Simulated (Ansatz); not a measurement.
Program: Ansatz. Geometries: PBE0-D4/def2-TZVP. ΔE: electronic, gas phase. CBS: MP2 limit from def2 TZ/QZ plus the TZ coupled-cluster correction, frozen cores. This one scheme is used for every species, atoms too. Functionals use def2-TZVPP. Open shells (•) are unrestricted, without spin–orbit coupling. Spin–orbit coupling would lower the free atoms: a little for Al, B, C.

`C[BH][AlH2]` → Al• + B• + C• + 6 H•  (atomization)

```json
{"level": "BHLYP", "ΔE (kJ/mol)": "2811.7"}
{"level": "MP2/def2-QZVPP", "ΔE (kJ/mol)": "2823.4"}
```

Task: What does CCSD(T)/CBS give? (Best estimate.)

Result: The calculation gave: +2846.4 kJ/mol. The listed levels differ from it by -34.7, -23.0 kJ/mol.

Largest T1 diagnostic among the species: 0.018.

Leaving LDA and LC-ωPBE aside and taking each functional with its dispersion term where it has one, the values, not all of them listed here, spread over 80.7 kJ/mol, from revPBE-D4 to B97M-V. LDA lies +313.8 kJ/mol from PBE without D4, its usual overbinding. From PBE to PBE0 (25 % exact exchange), in def2-TZVPP and without D4, ΔE moves by −10.6 kJ/mol: exact exchange takes away binding that semilocal exchange gives to molecules.

For atomizations the MP2-based limit and the directly extrapolated one differ by several kJ/mol either way, and by 10 to 25 for some Ge, Se and Sn compounds, so smaller differences from it don't rank the levels.
